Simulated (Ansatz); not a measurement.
**PH (triplet): from Hartree-Fock to the top rungs at distance P1–H2 = 3.818 Å, aug-cc-pVDZ**

How much of the correlation energy of PH (triplet) does each wave-function method recover here?

Method: aug-cc-pVDZ, core rule «outside noble gas», up to 5 orbitals frozen; program: Ansatz 0.2.0, Gaussian basis.

Plan: UHF; CCSD(T) on ROHF; CCSD(T) on UHF; BCCD(T) on ROHF; CISD; CCSDT(Q) on UHF; CASSCF and MRCISD+Q, 4 electrons in 4 orbitals; CASSCF and NEVPT2, 4 electrons in 4 orbitals; CASSCF and MRCISD+Q, 6 electrons in 5 orbitals; CASSCF and NEVPT4(SD), 6 electrons in 5 orbitals; CASSCF and NEVPT2, 6 electrons in 5 orbitals; Full CI.

19 further runs of the same task are left out: 1 for a known fault of the program, 16 that didn't finish, 2 set aside as unsound or not needed.

### Step 1. What is computed

The geometry derives from a PBE0/def2-TZVP stationary point (not a proven minimum). One bond is set to the value named and the two fragments are kept rigid.

2 atoms, charge 0, spin multiplicity 3.

Atoms are counted from 1 here; the program's logs count them from 0.

No contacts short enough for the rule that draws bonds.

### Step 2. UHF

File in.yaml:

```yaml
crystal:
  periodic: [false, false, false]
  atoms:
    - {symbol: P, position_ang: [0.000000, 0.000000, 0.000000]}
    - {symbol: H, position_ang: [0.000000, 0.000000, 3.818000]}
basis:
  gaussian: {orbitals: aug-cc-pVDZ}
magnetization: {spin_polarized: true, initial_magnetization: 2}
hamiltonian: {xc: hf}
output: {orbitals: {seedname: orbitals}}
```

On the command line:

```sh
ansatz run in.yaml --threads 1 --pin off --events-out ev --progress --plain --max-ram 2393MiB
```

The runs that follow: CCSD(T) on ROHF; CCSD(T) on UHF; BCCD(T) on ROHF; CISD; CCSDT(Q) on UHF; CASSCF and MRCISD+Q, 4 electrons in 4 orbitals; CASSCF and NEVPT2, 4 electrons in 4 orbitals; CASSCF and MRCISD+Q, 6 electrons in 5 orbitals; CASSCF and NEVPT4(SD), 6 electrons in 5 orbitals; CASSCF and NEVPT2, 6 electrons in 5 orbitals; Full CI.

Before running them: what should the planned runs give, taken together? Wanted: FCI below the RHF energy; RMP2 from FCI; UMP2 from FCI; RCCSD from FCI; RCCSD(T) from FCI; UCCSD(T) from FCI; UCCSDT(Q) from FCI; NEVPT2 pair from FCI; MRCISD+Q pair from FCI.

As calculated:

| quantity | value |
| --- | --- |
| FCI below the RHF energy | -4.8955 eV |
| RMP2 from FCI | +2730.6 meV |
| UMP2 from FCI | +561.8 meV |
| RCCSD from FCI | +80.3 meV |
| RCCSD(T) from FCI | -20.7 meV |
| UCCSD(T) from FCI | +19.8 meV |
| UCCSDT(Q) from FCI | +3.3 meV |
| NEVPT2 pair from FCI | +519.7 meV |
| MRCISD+Q pair from FCI | -55.2 meV |
| NEVPT2 valence from FCI | +537.2 meV |
| levels within 1 kcal/mol (43 meV) | RCCSD(T), UCCSD(T), BCCD(T), UCCSDT, UCCSDT(Q), NEVPT4(SD) valence |
| T1 diagnostic | 0.396 |
| effectively unpaired electrons | 3.98 |

**Reading.** RCCSD(T) lands -20.7 meV from the yardstick (0.4 % of the correlation energy). CCSD(T) misses by -20.7 meV on the restricted determinant and by +19.8 meV on the unrestricted one; the two need not hold the same state or core. RCCSD(T), MRCISD+Q pair, NEVPT4(SD) valence, MRCISD+Q valence fall below full CI, which methods that aren't variational can do. The occupations show strong static correlation (4.0 unpaired electrons where one determinant has 2). Coupled cluster on one determinant still stays close here. Of the multireference levels listed NEVPT4(SD) valence comes nearest in total energy (-10.9 meV), which doesn't show that its space is the better one. Coupled cluster took another determinant than the lowest Hartree-Fock one. These misses are within one basis, not against nature; the frozen cores of restricted and unrestricted runs differ, which can shift their rows.
